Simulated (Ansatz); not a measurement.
`CCN`: measurement beside calculation (Ansatz, PBE0-D4/def2-TZVP geometry).

Z-matrix (Å, degrees):
```
C
C 1 1.521
H 1 1.094 2 110.9
H 1 1.094 2 111.5 3 120.1
H 1 1.094 2 110.9 3 -119.7
N 2 1.454 1 115.8 3 59.8
H 2 1.095 1 109.6 3 -178.0
H 2 1.095 1 109.6 3 -62.3
H 6 1.013 2 110.3 1 -58.7
H 6 1.013 2 110.3 1 58.7
```

Enthalpy of formation at 298 K: -11.3 kcal/mol (zero for an element's reference state; older measured values of the G2 set, as listed by Staroverov and co-workers, J. Chem. Phys. 119, 12129, 2003). With their computed zero-point and thermal terms and the atoms' enthalpies of Curtiss and co-workers (1997) it gives an electronic atomization energy of 877.2 kcal/mol.

```
             level  atomization (kcal/mol)   error  error per bond
       LDA (SPW92)                   996.6   119.4            13.3
            PBE-D4                   893.8    16.6             1.8
         revPBE-D4                   874.8    -2.4            -0.3
           BLYP-D4                   878.9     1.7             0.2
         r2SCAN-D4                   876.1    -1.1            -0.1
            B97M-V                   878.0     0.8             0.1
           PBE0-D4                   881.0     3.8             0.4
          B3LYP-D4                   882.0     4.8             0.5
        r2SCANh-D4                   872.4    -4.8            -0.5
        r2SCAN0-D4                   867.1   -10.1            -1.1
          HSE06-D4                   881.6     4.4             0.5
          BHLYP-D4                   859.2   -18.0            -2.0
      CAM-B3LYP-D4                   884.9     7.7             0.9
           ωB97X-V                   880.2     3.0             0.3
           ωB97M-V                   881.3     4.1             0.5
            B2PLYP                   871.5    -5.7            -0.6
          PBE-QIDH                   872.2    -5.0            -0.6
               PBE                   891.0    13.8             1.5
            revPBE                   863.9   -13.3            -1.5
              BLYP                   872.4    -4.8            -0.5
            r2SCAN                   875.4    -1.8            -0.2
              PBE0                   878.7     1.5             0.2
             B3LYP                   877.5     0.3             0.0
           r2SCANh                   871.7    -5.5            -0.6
           r2SCAN0                   866.3   -10.9            -1.2
             HSE06                   879.5     2.3             0.3
             BHLYP                   856.3   -20.9            -2.3
         CAM-B3LYP                   882.6     5.4             0.6
           LC-ωPBE                   876.2    -1.0            -0.1
     HF/def2-TZVPP                   641.5  -235.7           -26.2
    MP2/def2-TZVPP                   861.2   -16.0            -1.8
SCS-MP2/def2-TZVPP                   865.0   -12.2            -1.4
   CCSD/def2-TZVPP                   847.3   -29.9            -3.3
CCSD(T)/def2-TZVPP                   857.2   -20.0            -2.2
     HF/def2-QZVPP                   642.6  -234.6           -26.1
    MP2/def2-QZVPP                   873.8    -3.4            -0.4
SCS-MP2/def2-QZVPP                   879.5     2.3             0.3
      HF/CBS(def2)                   642.8  -234.4           -26.0
     MP2/CBS(def2)                   882.5     5.3             0.6
    CCSD/CBS(def2)                   868.6    -8.6            -1.0
 CCSD(T)/CBS(def2)                   878.6     1.4             0.2
```

Functionals use def2-TZVPP; B3LYP here is the variant with VWN-RPA as its local correlation; programs differ in this. The calculations leave out spin–orbit coupling, scalar relativity and, for the correlated methods, core correlation; together these are worth up to about 1 kcal/mol a heavy atom. HSE06 is defined as in plane-wave codes. CBS adds triple-zeta CCSD(T) − MP2 to the MP2 limit. T1 = 0.009.
